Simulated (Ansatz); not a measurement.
Input file:

```yaml
crystal:
  periodic: [false, false, false]
  atoms:
    - {symbol: P, position_ang: [0.000000, 0.000000, 0.000000]}
    - {symbol: H, position_ang: [0.000000, 0.000000, 1.442600]}
basis:
  gaussian: {orbitals: pcseg-2}
magnetization: {spin_polarized: false}
correlation: {method: ccsd, electrons: outside_noble_gas}
```

```sh
$ ansatz run in.yaml --threads 1 --pin off --events-out ev --progress --plain --max-ram 2393MiB
```

Output:

```
292 factors; integrals over basis functions are off by at most 9.5e-4 eV
mean field evaluation 1: about -9284.7573 eV, gradient 7.1e0 eV
mean field evaluation 2: about -9284.7558 eV, gradient 7.1e0 eV
mean field evaluation 4: about -9284.9882 eV, gradient 4.6e-1 eV
mean field evaluation 8: about -9284.9887 eV, gradient 4.6e-4 eV
mean field evaluation 16: about -9284.2055 eV, gradient 1.3e1 eV
mean field evaluation 32: about -9284.9892 eV, gradient 2.7e-1 eV
mean field -9284.98870364 eV, -341.2170412673 hartree, gradient 4.0e-6 eV, S^2 0.000000; 2 other end points of the search recorded, 0 dependent functions left out; unrestricted orbitals would lower it
mean field evaluation 64: about -9284.9887 eV, gradient 7.9e-2 eV
unrestricted determinant -9286.49955833 eV, -341.2725641533 hartree, S^2 1.0250
5 core orbitals not correlated: weight in the atoms' cores, before any rotation towards them, 1.000 or more for the frozen orbitals, at most 0.000 for the correlated occupied ones
reference -9284.98870364 eV, -341.2170412673 hartree; 3, 3 occupied and 40, 40 virtual orbitals, 292 factors
second order -3.13607540 eV of doubles, -0.00000000 eV of singles
cycle   1  -3.64341687 eV  change   -5.1e-1 eV  update   6.3e-2
cycle   2  -3.87660088 eV  change   -2.3e-1 eV  update   3.3e-2
cycle   3  -3.91422510 eV  change   -3.8e-2 eV  update   2.1e-2
cycle   4  -3.94187777 eV  change   -2.8e-2 eV  update   1.6e-2
cycle   5  -3.97158778 eV  change   -3.0e-2 eV  update   1.0e-2
cycle   6  -3.98068593 eV  change   -9.1e-3 eV  update   3.2e-3
cycle   7  -3.98283171 eV  change   -2.1e-3 eV  update   9.5e-4
cycle   8  -3.98259299 eV  change    2.4e-4 eV  update   3.2e-4
cycle   9  -3.98258490 eV  change    8.1e-6 eV  update   8.8e-5
cycle  10  -3.98261865 eV  change   -3.4e-5 eV  update   2.0e-5
cycle  11  -3.98261060 eV  change    8.0e-6 eV  update   5.1e-6
cycle  12  -3.98261259 eV  change   -2.0e-6 eV  update   1.3e-6
WARN: the results are in doubt because among natural orbitals full CI differs from the method by -0.081 eV
Total energy: -9288.97131622 eV, -341.3633995803 hartree
In doubt: among natural orbitals full CI differs from the method by -0.081 eV
```

Ran on 1 thread of Arm Neoverse N1, shared host: 0.85 s wall, 0.18 GiB peak host memory.
